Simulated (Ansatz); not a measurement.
Calculated with Ansatz (gas phase, PBE0-D4/def2-TZVP geometries, no zero-point term in ΔE). CCSD(T)/CBS is the MP2 limit (def2-TZVPP, def2-QZVPP) plus CCSD(T) − MP2 in def2-TZVPP, frozen cores. This one scheme is used for every species. One conformer a species, not always the lowest.

Consider the substitution at a C–C bond: `C=C(O)C(=C)F` + HCl → `C=C(O)Cl` + `C=CF`.

| level | ΔE (kcal/mol) |
| --- | --- |
| HF/def2-TZVPP | 13.4 |
| CCSD(T)/def2-TZVPP | 14.4 |
| HF/def2-QZVPP | 13.3 |
| MP2/def2-QZVPP | 13.8 |

Question: What does CCSD(T)/CBS give? (Best estimate.)

Answer: Computed: +14.0 kcal/mol. The listed levels differ from it by -0.6, 0.4, -0.7, -0.2 kcal/mol.

Largest T1 diagnostic among the species: 0.012.

From PBE to PBE0 (25 % exact exchange), in def2-TZVPP and without D4, ΔE moves by +1.0 kcal/mol. The D4 term adds +1.1 kcal/mol with B3LYP and +0.7 kcal/mol with PBE0; it sums over pairs of atoms, weighted by their polarisabilities, and B3LYP, whose exchange is more repulsive, gets the larger term.

B3LYP here is the variant with VWN-RPA as its local correlation; programs differ in this.
